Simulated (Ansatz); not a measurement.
# doublet Cl₂(+): levels of theory in one basis

```xyz
2

Cl    0.0000    0.0000    0.0000
Cl    0.0000    0.0000    1.7965
```

Basis set: def2-SVP (spherical functions). Frozen core: 10 orbitals. Correlation on ROHF uses semicanonical orbitals with singles. Charge 1, multiplicity 2.

Computed with Ansatz (development build ahead of 0.2.0); each method stands on the lowest determinant of its kind that the runs found.

| method | E − E(ROHF) (eV) | <S²> of the determinant |
| --- | --- | --- |
| ROHF | 0.00 | 0.75 |
| UHF | -0.16 | 0.76 |
| ROHF-MP2 | -7.37 | – |
| UHF-MP2 | -7.29 | 0.76 |

What does ROHF-CCSD(T) give on the same scale?

-8.18 eV.

Caution for ROHF-MP2, UHF-MP2: MP2 on this radical cation hangs on the determinant chosen.
